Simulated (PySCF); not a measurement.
# input.py for O2

File input.py (PySCF 2.14):

```python
from pyscf import gto, dft

mol = gto.M(
    atom='O 0 0 0; O 0 0 1.08',
    basis='ano-rcc-vdzp',
    charge=0,
    spin=2,
    verbose=4,
)
mf = dft.UKS(mol, xc='bp86')
mf = mf.sfx2c1e()
mf = mf.density_fit(auxbasis='def2-universal-jkfit')
mf.kernel()
mf.dip_moment()
print('orbital energies (hartree):', [e[max(0, n-3):n+3].round(4) for e, n in zip(mf.mo_energy, mol.nelec)])
```

```bash
$ OMP_NUM_THREADS=1 python input.py
```

Output (some set-up lines and the per-cycle HOMO/LUMO lines with their warnings removed):

```
PySCF version 2.14.0

[INPUT] verbose = 4
[INPUT] num. atoms = 2
[INPUT] num. electrons = 16
[INPUT] charge = 0
[INPUT] spin (= nelec alpha-beta = 2S) = 2
[INPUT] symmetry False subgroup None
[INPUT] Mole.unit = angstrom
[INPUT] Symbol           X                Y                Z      unit          X                Y                Z       unit  Magmom
[INPUT]  1 O      0.000000000000   0.000000000000   0.000000000000 AA    0.000000000000   0.000000000000   0.000000000000 Bohr   0.0
[INPUT]  2 O      0.000000000000   0.000000000000   1.080000000000 AA    0.000000000000   0.000000000000   2.040904214530 Bohr   0.0

nuclear repulsion = 31.358649536
number of shells = 6
number of NR pGTOs = 122
number of NR cGTOs = 28
basis = ano-rcc-vdzp
ecp = {}

******** <class 'pyscf.df.df_jk.DFsfX2C1eUKS'> ********
method = DFsfX2C1eUKS
initial guess = minao
damping factor = 0
level_shift factor = 0
DIIS = <class 'pyscf.scf.diis.CDIIS'>
diis_start_cycle = 1
diis_space = 8
diis_damp = 0
SCF conv_tol = 1e-09
SCF conv_tol_grad = None
SCF max_cycles = 50
direct_scf = False
number electrons alpha = 9  beta = 7
XC library pyscf.dft.libxc version 7.0.0
    S. Lehtola, C. Steigemann, M. J.T. Oliveira, and M. A.L. Marques.,  SoftwareX 7, 1–5 (2018)
XC functionals = bp86
    A. D. Becke.,  Phys. Rev. A 38, 3098 (1988)
    J. P. Perdew.,  Phys. Rev. B 33, 8822 (1986)
radial grids:
    Treutler-Ahlrichs [JCP 102, 346 (1995); DOI:10.1063/1.469408] (M4) radial grids

becke partition: Becke, JCP 88, 2547 (1988); DOI:10.1063/1.454033
pruning grids: <function nwchem_prune>
grids dens level: 3
symmetrized grids: False
atomic radii adjust function: <function treutler_atomic_radii_adjust>
small_rho_cutoff = 0

******** <class 'pyscf.x2c.sfx2c1e.SpinFreeX2CHelper'> ********
approx = 1e
xuncontract = 1
Set gradient conv threshold to 3.16228e-05
tot grids = 28168
init E= -151.022323713683

cycle= 1 E= -150.450361624943  delta_E= 0.572  |g|= 0.155  |ddm|= 1.96
cycle= 2 E= -150.456358136711  delta_E= -0.006  |g|= 0.0972  |ddm|= 0.244
cycle= 3 E= -150.460542780229  delta_E= -0.00418  |g|= 0.0215  |ddm|= 0.144
cycle= 4 E= -150.460750304084  delta_E= -0.000208  |g|= 0.00371  |ddm|= 0.0224
cycle= 5 E= -150.46075633346  delta_E= -6.03e-06  |g|= 8.3e-05  |ddm|= 0.0044
cycle= 6 E= -150.460756339579  delta_E= -6.12e-09  |g|= 3.08e-06  |ddm|= 0.000151
cycle= 7 E= -150.460756339586  delta_E= -7.05e-12  |g|= 2.6e-07  |ddm|= 4.79e-06
Extra cycle  E= -150.460756339586  delta_E= -5.68e-14  |g|= 7.64e-08  |ddm|= 3.72e-07
converged SCF energy = -150.460756339586  <S^2> = 2.0035144  2S+1 = 3.002342
Dipole moment(X, Y, Z, Debye): -0.00000,  0.00000,  0.00000
orbital energies (hartree): [array([-0.5094, -0.2005, -0.2005,  0.1707,  0.2857,  0.2857]), array([-0.477 , -0.477 , -0.4726, -0.1171, -0.1171,  0.1876])]
```

In short: E(SCF) = -150.460756 Eh, 7 cycles, ⟨S²⟩ = 2.004, μz(SCF) = 0.00 D.

It ran on Arm Neoverse V2 (1 thread, shared host) in 1.4 s.

The bond length is a typed value, not an optimised one. No search for the lowest solution was made.
